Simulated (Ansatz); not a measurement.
The first iterations of a band of C$_{4}$H$_{9}$N (14 atoms, charge 0, multiplicity 1).

Computed with Ansatz, RKS BLYP/def2-SVP.

```yaml
movable_images: 4
climbing_image: no
spring: 5.0 eV/Å²
optimiser: quadratic models (default)
start_path: through a guess of the saddle point
force_threshold: 0.03 eV/Å
iteration_limit: 60
end_points: relaxed
```

Image 0:

```xyz
14
Properties=species:S:1:pos:R:3
C -1.825 -0.696 -0.921
C -0.535 -1.073 -0.152
C 0.126 0.093 0.550
C 1.344 0.595 0.224
N 1.954 1.742 0.749
H -2.294 -1.587 -1.389
H -1.612 0.042 -1.721
H -2.578 -0.240 -0.243
H 0.189 -1.540 -0.855
H -0.790 -1.865 0.590
H -0.452 0.579 1.359
H 1.932 0.118 -0.581
H 1.552 2.091 1.624
H 2.976 1.712 0.794
```

Image 5:

```xyz
14
Properties=species:S:1:pos:R:3
C -1.861 -0.704 -0.660
C -0.360 -0.710 -0.315
C 0.157 0.666 0.178
C 1.641 0.674 0.468
N 2.106 0.930 1.637
H -2.202 -1.702 -1.001
H -2.088 0.023 -1.468
H -2.476 -0.422 0.220
H 0.225 -1.027 -1.207
H -0.158 -1.472 0.468
H -0.376 0.980 1.099
H 2.292 0.427 -0.410
H -0.053 1.429 -0.607
H 3.142 0.878 1.627
```

| iteration | highest image above the first end (eV) | largest band force component (eV/Å) |
| --- | --- | --- |
| 1 | 4.398 | 5.367 |
| 2 | 3.294 | 2.890 |
| 3 | 2.701 | 2.873 |
| 4 | 2.262 | 1.088 |
| 5 | 2.082 | 0.634 |
| 6 | 1.991 | 0.771 |
| 7 | 1.885 | 0.451 |

Question: Does the band converge within its limit, and where does its top end?

Answer: The run converged. It ended after 21 iterations with the highest image 0.893 eV above the first end. No image climbed, so the highest image needn't sit at the top of the path. A band with more images between the same ends climbed to 2.59 eV, so this one has probably stepped over the top. The orbitals stay closed-shell, which can raise the energy where a bond breaks towards radicals; this wasn't checked here.

Run time: 3 min on 2 threads of AMD EPYC 7R43 64-Core Processor (Zen 3) (shared host), peak memory 0.17 GiB.
